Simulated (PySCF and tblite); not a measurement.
The numbers below are computed, except where a source is named.
C5H6, numbered as in [CH2:1]1[C:2]23[CH2:3][C:4]12[CH2:5]3.

Classical Langevin dynamics with GFN2-xTB (tblite), gas phase: time step 1.5 fs, H mass 4 u, friction 0.005 fs⁻¹, 400 steps to settle and 8000 to sample, one trajectory a temperature from the lowest conformer.

GIAO shieldings at KT2/pcSseg-1 (IEF-PCM, water) (PySCF) on 16 frames a temperature; like atoms are averaged, and of two unlike H on one atom a is the less shielded at the minimum.

(1) How far do thermal motions move the shieldings from their values at the minimum?

(2) What do the single frames at 900 K give for C1/C3/C5?

Changes within two standard errors are not significant.

The study took 6.6 min on 1 thread of Arm Neoverse V1, shared host (rough), peak memory 0.51 GiB, launched as `OMP_NUM_THREADS=1 python ens_run.py task.json out`.

## Answers

(1) 
```tsv
signal	σ at minimum (ppm)	Δσ, 300 K	Δσ, 600 K	Δσ, 900 K
C1/C3/C5	106.9	0.7 ± 0.9	-3.2 ± 1.6	-1.5 ± 1.6
C2/C4	186.5	-1.2 ± 0.7	-5.4 ± 0.8	-4.3 ± 2.2
H1/H3/H5	29.27	-0.04 ± 0.06	-0.52 ± 0.13	-0.34 ± 0.10
```

Errors are standard errors over frames. Zero-point motion is missing, and a reference compound would move too.

(2) 
```csv
t (fs),"V above the minimum, tight binding (kcal/mol)","E above it, DFT (kcal/mol)",torsions (°),σ (ppm)
975,14.2,14.0,none,106.7
1725,24.1,24.6,none,106.5
2475,33.6,30.2,none,100.1
3225,34.6,33.1,none,103.6
3975,29.5,30.0,none,114.4
4725,27.9,27.2,none,105.4
5475,17.8,16.2,none,95.1
6225,27.2,25.7,none,98.9
6975,15.3,16.5,none,110.1
7725,23.5,23.3,none,111.0
8475,24.7,23.6,none,104.8
9225,20.6,21.2,none,112.6
9975,17.5,14.6,none,97.5
10725,25.1,27.6,none,107.9
11475,41.4,40.1,none,116.3
12225,21.8,20.4,none,96.9
```
